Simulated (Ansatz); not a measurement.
# C2H4N2: up Jacob's ladder to CCSD(T)

How much do the methods differ for C2H4N2? The plan is to run it at one geometry with functionals of several rungs and with coupled cluster. The yardstick is the atomisation energy at the CCSD(T) limit.

Computed with Ansatz 0.2.0, Gaussian basis. Level: functionals in def2-TZVPP, the program's frozen cores in correlated methods.

The runs, in order: LDA (SPW92), PBE-D4, revPBE-D4, BLYP-D4, r2SCAN-D4, B97M-V, PBE0-D4, B3LYP-D4, r2SCANh-D4, r2SCAN0-D4, HSE06-D4, BHLYP-D4, CAM-B3LYP-D4, LC-ωPBE, ωB97X-V, ωB97M-V, B2PLYP, PBE-QIDH; CCSD(T)/def2-SVP; CCSD(T)/def2-TZVPP; MP2/def2-QZVPP; extrapolation to the limit; RPA on PBE.

1 further run of the same task is left out (it didn't finish).

## Step 1: The relaxed structure

An earlier PBE0-D4 in a triple-zeta def2 set relaxation fixed the geometry.

SMILES `N=CC=N`, 8 atoms, charge 0, spin multiplicity 1.

Atoms are counted from 1 here; the program's logs count them from 0.

Bond lengths: N1–C2 1.263 Å, N1–H5 1.019 Å, C2–C3 1.487 Å, C2–H6 1.098 Å, C3–N4 1.263 Å, C3–H7 1.098 Å, N4–H8 1.019 Å. Angles: C2–N1–H5 110.6°, N1–C2–C3 122.4°, N1–C2–H6 123.5°, C3–C2–H6 114.2°, C2–C3–N4 122.4°, C2–C3–H7 114.2°, N4–C3–H7 123.5°, C3–N4–H8 110.6°.

## Step 2: LDA

This LDA is Slater exchange with PW92 correlation.

in.yaml

```yaml
crystal:
  periodic: [false, false, false]
  atoms:
    - {symbol: N, position_ang: [-1.225786, 0.971381, -0.482881]}
    - {symbol: C, position_ang: [-0.022904, 0.754598, -0.164122]}
    - {symbol: C, position_ang: [0.469469, -0.596787, 0.213754]}
    - {symbol: N, position_ang: [-0.285574, -1.609122, 0.238589]}
    - {symbol: H, position_ang: [-1.364608, 1.956017, -0.707684]}
    - {symbol: H, position_ang: [0.747580, 1.536669, -0.140373]}
    - {symbol: H, position_ang: [1.537638, -0.631773, 0.466015]}
    - {symbol: H, position_ang: [0.236383, -2.438083, 0.520902]}
basis:
  gaussian: {orbitals: def2-TZVPP}
hamiltonian: {xc: lda}
output: {orbitals: {seedname: orbitals}}
```

On the command line:

```sh
> ansatz run in.yaml --threads 2 --pin off --events-out ev --progress --plain --max-ram 4352MiB
```

The runs that follow: PBE-D4 (GGA); revPBE-D4 (GGA); BLYP-D4 (GGA); r2SCAN-D4 (meta-GGA); B97M-V (meta-GGA); PBE0-D4 (hybrid); B3LYP-D4 (hybrid); r2SCANh-D4 (hybrid); r2SCAN0-D4 (hybrid); HSE06-D4 (hybrid); BHLYP-D4 (hybrid); CAM-B3LYP-D4 (range-separated); LC-ωPBE (range-separated); ωB97X-V (range-separated); ωB97M-V (range-separated); B2PLYP (double hybrid); PBE-QIDH (double hybrid); CCSD(T) in def2-SVP; CCSD(T) in def2-TZVPP; MP2 in def2-QZVPP; RPA on PBE orbitals.

Before running them: what should the planned runs give, taken together? Wanted: atomisation energy, CCSD(T)/CBS; farthest beyond LDA; mean size of error, GGA; mean size of error, meta-GGA; mean size of error, hybrid; mean size of error, range-separated; mean size of error, double hybrid; gap, smallest and largest; T1 diagnostic.

**Answer**, as computed:

| quantity | value |
| --- | --- |
| atomisation energy, CCSD(T)/CBS | 757.7 kcal/mol |
| functionals within 3.8 kcal/mol (0.5 %) | r2SCAN-D4, B97M-V, LC-ωPBE, B2PLYP |
| farthest beyond LDA | PBE-D4 (+35.5 kcal/mol) |
| mean size of error, GGA | 22.0 kcal/mol |
| mean size of error, meta-GGA | 1.6 kcal/mol |
| mean size of error, hybrid | 13.9 kcal/mol |
| mean size of error, range-separated | 4.7 kcal/mol |
| mean size of error, double hybrid | 5.0 kcal/mol |
| gap, smallest and largest | 3.12 eV (LDA (SPW92)), 11.11 eV (LC-ωPBE) |
| T1 diagnostic | 0.0124 |
| triples share of the correlation energy | 4.5 % |

In words: LDA overbinds by 131.1 kcal/mol (17 %). PBE-D4 misses by +35.5 kcal/mol. Double hybrids carry the basis error of their MP2 part in triple zeta, and no dispersion term here, so their miss is partly the set-up's. Taken by rung, meta-GGA functionals do best (1.6 kcal/mol on average) and GGA ones worst beyond LDA (22.0 kcal/mol). The reference freezes the cores and leaves out relativity and excitations past (T), so misses under about 3.8 kcal/mol can't be ranked. Hartree-Fock recovers 66 % of the binding; the rest is correlation. CCSD(T) in def2-SVP is off by -42.9 kcal/mol, worse than the median functional, from the basis alone. The gap grows from 3.1 to 11.1 eV across the functionals, mostly with the share of exact exchange. The restricted reference is unstable towards a spin-broken one.
